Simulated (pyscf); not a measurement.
**Concerted two-bond exchange: H₂Se + Cl–Ge:–Cl [singlet] → Cl–Ge(Cl)=Se + H₂**

Gas phase, singlet surface, charge 0. Bonds broken: Se1–H2, Se1–H3. Bonds formed: Se1–Ge5, H2–H3. Optimised with ωB97X-D3(BJ)/def2-SVP in PySCF.

Transition state (Å):

```xyz
6

Se     0.4880     1.5074     0.0635
H      1.8733     1.5863    -0.9673
H      2.1996     1.4153    -0.1601
Cl    -1.6743    -1.1907    -1.4895
Ge    -1.2711    -0.2025     0.4088
Cl    -0.4425    -1.8466     1.5719
```

One imaginary mode, 712i cm⁻¹; descent along it reached the two sides named, in the forms told below.

| bond | change | reactant side (Å) | saddle | product side |
|---|---|---|---|---|
| Se1–H2 | breaks | 1.465 | 1.729 | 3.7 |
| Se1–H3 | breaks | 1.465 | 1.729 | 3.7 |
| Se1–Ge5 | forms | 2.9 | 2.477 | 2.122 |
| H2–H3 | forms | 2.110 | 0.887 | 0.760 |

Electronic energies relative to the separated reactants (kcal/mol):

```
level                   barrier  reaction energy  reverse barrier
----------------------  -------  ---------------  ---------------
ωB97X-D3(BJ)/def2-TZVP     39.6             -2.0             41.6
PBE/def2-TZVP              33.2             +2.5             30.7
r²SCAN/def2-TZVP           35.0             -1.3             36.3
B3LYP-D3(BJ)/def2-TZVP     37.8             +3.6             34.3
PBE0-D3(BJ)/def2-TZVP      36.0             +0.7             35.4
M06-2X/def2-TZVP           39.4             -2.9             42.3
ωB97M-D3(BJ)/def2-TZVP     43.9             +5.9             38.0
HF/def2-TZVP               57.7             +6.1             51.6
```

With ωB97M-D3(BJ)/def2-TZVP energies and thermal terms (ideal gas, 1 atm, RRHO with modes under 100 cm⁻¹ raised to 100, one conformer, R ln 2 for chiral ones without a mode under 150 cm⁻¹), in kcal/mol:

```tsv
T (K)	ΔH‡	ΔG‡	ΔH	ΔG
298	42.9	53.1	+5.2	+8.3
600	43.7	63.2	+6.3	+11.0
900	44.5	72.7	+7.1	+13.1
1200	45.3	82.0	+7.7	+15.0
```

On the reactant side the descent ends in a bound adduct, 12.1 kcal/mol under the separated species and 51.7 kcal/mol under the saddle at ωB97X-D3(BJ)/def2-TZVP. The same reactants have a lower exit, to Cl–Ge:–SeH [singlet] + HCl (barrier +7.2 kcal/mol at ωB97M-D3(BJ)/def2-TZVP, against +43.9 kcal/mol here). This is the saddle that the search found; another between the same sides may lie lower. Elements up to Kr have no core potential and no relativistic terms here.
